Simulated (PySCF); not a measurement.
# Shieldings and the share of exact exchange

Molecule: SMILES C(C(C=C)=O)#N, C4H3NO.

Atoms are numbered as in `[CH2:1]=[CH:2][C:3](=[O:4])[C:5]#[N:6]`; H(Xn) means a hydrogen on atom n. Ha(C1) is cis to C3; Hb(C1) is trans to C3.

GIAO shieldings (ppm, equivalent atoms averaged) in PySCF 2.14 on the PBE0-D3(BJ)/def2-SVP geometry, basis pcSseg-2, gas phase, non-relativistic:

```tsv
functional	exact exchange (%)	σ(C2)	σ(C5)	σ(N6)
BLYP	0	30.5	55.7	-48.0
BP86	0	35.1	59.0	-44.9
PBE	0	34.7	58.5	-45.5
B3LYP	20	34.9	57.8	-50.6
PBE0	25	40.3	61.2	-48.1
BHandHLYP	50	42.0	61.4	-54.0
HF	100	55.7	69.6	-58.0
```

(1) Fit each shielding as a line in the percentage of exact exchange.

(2) What does the line predict for mPW1PW91 (25 %), and what does the run give?

## Answers

(1) σ(C2) = 33.0 + 0.22 x (rms 2.0 ppm); σ(C5) = 57.3 + 0.11 x (rms 1.4 ppm); σ(N6) = -46.5 − 0.12 x (rms 1.4 ppm). The functionals also differ in their semilocal parts, which the line can't hold; Hartree–Fock has no correlation at all.

(2) σ(C2): 38.5 predicted, 39.7 computed; σ(C5): 60.0 predicted, 60.8 computed; σ(N6): -49.5 predicted, -49.4 computed ppm.
